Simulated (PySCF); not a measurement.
Run record: geometry optimisation, `[S]=[Mn]` [sextet].

Computed with PBE0-D3(BJ)/def2-SVP geometry optimisation, gas phase (PySCF 2.14.0). Start geometry: GFN2-xTB. A driver script takes a list of jobs; this job's settings line and coordinates (Å) are shown.

Input:
```
{"job": {"xc": "PBE0", "basis": "def2-SVP", "d3": "d3bj", "grid": 1, "kind": "geom"}, "charge": 0, "multiplicity": 6}
S      1.008010    -0.006080    -0.005320
Mn    -1.002500     0.008620    -0.022970
```

Output:
```
step   0  E = -1548.55251059  max force = 0.018348
step   1  E = -1548.55316575  max force = 0.005863
step   2  E = -1548.55324636  max force = 0.000544
step   3  E = -1548.55324696  max force = 0.000010
optimisation converged
```

Energies in Eh; «max force» is the largest Cartesian gradient component in Eh/bohr.

Task: Give the first gradient maximum in eV/Å.

Result: With 1 Eh/bohr = 51.422 eV/Å, 0.943 eV/Å.

Task: How much energy does the optimisation release, in eV?

Result: E(step 0) − E(last step) = 0.000736 Eh, which is 0.020 eV.

Main results: final energy -1548.55325 Eh after 3 steps; dipole 6.31 D.

Task: Estimate the wall time. Hardware: an x86-64 server with one thread, shared host.

Result: About 6.6 s.
Labels such as C1 count atoms from 1, the log's own numbers from 0.
